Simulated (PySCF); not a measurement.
A GIAO shielding run with PySCF 2.14 (density fitting, non-relativistic, gas phase) on 1-hexene, C6H12:

```
$ OMP_NUM_THREADS=2 python probes_run.py task.json out

{"job": {"kind": "nmr", "xc": "PBE0", "basis": "pcSseg-2"}, "charge": 0, "multiplicity": 1}
C     -3.206087     0.385530     0.439401
C     -2.224986     0.018745    -0.372872
C     -0.947593    -0.620923     0.054715
C      0.279758     0.206340    -0.313043
C      1.587808    -0.461009     0.076864
C      2.806813     0.365330    -0.293272
H     -3.140988     0.224325     1.511352
H     -4.108620     0.855504     0.066574
H     -2.329940     0.203156    -1.441476
H     -0.859304    -1.606388    -0.421425
H     -0.967318    -0.796101     1.135489
H      0.207982     1.187724     0.169495
H      0.277517     0.399570    -1.392855
H      1.586405    -0.653081     1.155947
H      1.647750    -1.443970    -0.404759
H      2.786014     1.340368     0.201303
H      3.734258    -0.134184    -0.004552
H      2.847584     0.545072    -1.371228
```

Hardware: 2 threads of an Intel Xeon, shared host. The job also computes population analyses, field gradients.

Q: How large is the calculation?

A: 48 electrons, 384 basis functions and 972 auxiliary functions.

Q: How long does it take, and how much memory does it need?

A: 2.4 min of wall time, with 13 SCF cycles and 4 response iterations; peak memory 2.6 GiB. Times on a shared host scatter by some tens of per cent.
